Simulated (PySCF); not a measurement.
C₄H₅NO.
SMILES with atom numbers: `[N:1]#[C:2][C@H:3]1[CH2:4][CH2:5][O:6]1`

Geometry (PBE0-D3(BJ)/def2-SVP, Å), atoms numbered from 1 in this order:
```
atom  x, y, z in Å
N1     2.891   -0.217   -0.220
C2     1.810   -0.169    0.188
C3     0.432   -0.091    0.685
C4    -0.530    0.784   -0.145
C5    -1.243   -0.545   -0.416
O6    -0.325   -1.262    0.417
H7     0.470    0.141    1.765
H8    -1.094    1.514    0.449
H9    -0.081    1.281   -1.013
H10   -2.278   -0.624   -0.046
H11   -1.210   -0.895   -1.461
```

Computed, not measured: delta-SCF UKS SCAN, pcX-2 on the ionised atom, pcseg-1 elsewhere, spin-free X2C in PySCF. Binding energies are ΔSCF values: E(core-ionised, relaxed orbitals) − E(ground state) at a fixed geometry, referred to the vacuum level.

Some binding energies are withheld.

```json
{"atom(s)": "C2", "bonded to": "N (triple bond) and C", "level": "C 1s", "binding energy (eV)": "292.40"}
{"atom(s)": "C3", "bonded to": "O, 2 C and H", "level": "C 1s", "binding energy (eV)": "?"}
{"atom(s)": "C4", "bonded to": "2 C and 2 H", "level": "C 1s", "binding energy (eV)": "291.76"}
{"atom(s)": "C5", "bonded to": "O, C and 2 H", "level": "C 1s", "binding energy (eV)": "?"}
{"atom(s)": "N1", "bonded to": "C (triple bond)", "level": "N 1s", "binding energy (eV)": "?"}
{"atom(s)": "O6", "bonded to": "2 C", "level": "O 1s", "binding energy (eV)": "538.88"}
```

(1) Fill in N 1s for N1.

(2) What is the C 1s binding energy of C5?

(3) Fill in C 1s for C3.

## Answers

(1) 405.35 eV (nitrile nitrogen).

(2) 292.82 eV (sp3 carbon bound to oxygen). The nearest listed C 1s value is that of C2; the shift against it is +0.42 eV.

(3) 293.81 eV (sp3 carbon bound to oxygen). The nearest listed C 1s value is that of C2; the shift against it is +1.41 eV.

Lowest listed C 1s: C4, bonded to 2 C and 2 H. Highest, 2.05 eV above it: C3, bonded to O, 2 C and H. The widest gap between neighbouring values is 0.99 eV, between 292.82 and 293.81 eV.

Q: What is the longest wavelength that can ionise C 1s of C3 vertically?

A: λ = hc/E = 12398.42 eV Å / 293.81 eV = 42.199 Å.

Geometry: PBE0-D3(BJ)/def2-SVP; no solvent, vibrations or thermal averaging.
